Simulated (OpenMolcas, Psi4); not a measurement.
Cl2 (chlorine): a line through the functionals

Cl2: 2 atoms, total charge 0, spin state singlet. SMILES: `ClCl`. The shape is that of a PBE0-D4/def2-TZVP optimisation.

The HOMO–LUMO gap y, in eV, basis aug-cc-pVTZ; a is the functional's share of exact exchange. Programs: OpenMolcas 26.06, Psi4 1.11.

| functional | program | a | y (eV) |
| --- | --- | --- | --- |
| revPBE | Psi4 | 0 | 3.15 |
| PBE | Psi4 | 0 | 3.12 |
| B3LYP | OpenMolcas | 0.2 | 5.09 |
| PBE0 | OpenMolcas | 0.25 | ? |
| BHLYP | Psi4 | 0.5 | 8.07 |

Q: Fit y = c + s·a to the known rows and predict PBE0.

A: 
1. Means of the 4 rows: a = 0.1750, y = 4.857.
2. Σ(Δa)² = 0.1675, Σ(Δa·Δy) = 1.6527, so the slope is 1.6527/0.1675 = 9.8669.
3. Intercept: 4.857 − (9.8669) × 0.1750 = 3.130. The largest residual of the fit is 0.020.
4. PBE0: 3.130 + (9.8669) × 0.25 = 5.60 eV.

The run gave 5.63 eV, so the prediction is off by -0.03 eV, more than the largest residual. Exact exchange lowers occupied levels and raises empty ones.
